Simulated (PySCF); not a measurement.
Symmetry of computed structures. Computed with PySCF 2.14.0, PBE0-D3(BJ)/def2-SVP geometry optimisation, gas phase. The symmetry is that of the one conformer found, every atom within 0.08 Å of its image; none is proved a minimum here.

Q: `[F:1][c:2]1[cH:3][cH:4][n:5][cH:6][cH:7]1`: symmetry, top, dipole?

A: C2v; asymmetric top; symmetry number 2; 4 operations, which sort the 11 atoms into 7 sets; dipole 0.86 D, along a, the twofold axis; A, B, C = 6028, 2591, 1812 MHz; heavy atoms equivalent by symmetry: C3/C7, C4/C6.

Q: What symmetry has `[Cl:1]/[CH:2]=[CH:3]\[C:4]([Cl:5])([Cl:6])[Cl:7]`?

A: Cs; near-prolate asymmetric top; symmetry number 1; 2 operations, which sort the 9 atoms into 8 sets; dipole 2.14 D, in the ac plane, which is the mirror; A, B, C = 1867, 840.8, 808.1 MHz; heavy atoms equivalent by symmetry: Cl5/Cl6.

Q: Point group, rotor type and polarity of `[CH:1]#[C:2][C:3]([NH2:4])=[O:5]`?

A: Cs; asymmetric top; symmetry number 1; 2 operations, which sort the 8 atoms into 8 sets; dipole 3.89 D, in the ab plane, which is the mirror; heavy atoms equivalent by symmetry: none.

Q: `[CH3:1][NH:2][CH3:3]` with H–C1–N2–C3 57° (nearest H), H–C3–N2–C1 -55° (nearest H): symmetry, top, dipole?

A: Cs; near-prolate asymmetric top; symmetry number 1; 2 operations, which sort the 10 atoms into 6 sets; dipole 0.91 D, in the bc plane, which is the mirror; A, B, C = 35172, 9356, 8283 MHz.
